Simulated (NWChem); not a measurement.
# Polarisability of chloromethane (CH₃Cl)

```xyz
5

C     -0.0568    -1.1279     0.0000
Cl     0.0333     0.6610     0.0000
H     -0.5967    -1.4635     0.9046
H     -0.5967    -1.4635    -0.9046
H      0.9682    -1.5423     0.0000
```
Charge 0, spin multiplicity 1.

All runs are NWChem calculations. All single points use one geometry, from PBE/def2-SVP, a minimum by its harmonic frequencies.

Basis set: 6-31G*. The field's frequency is 0.0773 Ha (589 nm). This basis has no diffuse functions, which lowers polarisabilities.

The correlated methods keep 6 core orbitals frozen. The Pople sets run with spherical d functions. Coupled-cluster values serve here as a point of comparison, not as the truth.

Problem. One of these methods gave an isotropic polarisability of 20.92 bohr³. Which?
(A) CCSD linear response
(B) LDA (SVWN5)
(C) HF

Solution. B, LDA (SVWN5). The others give 20.69 (HF), 20.37 (CCSD linear response).
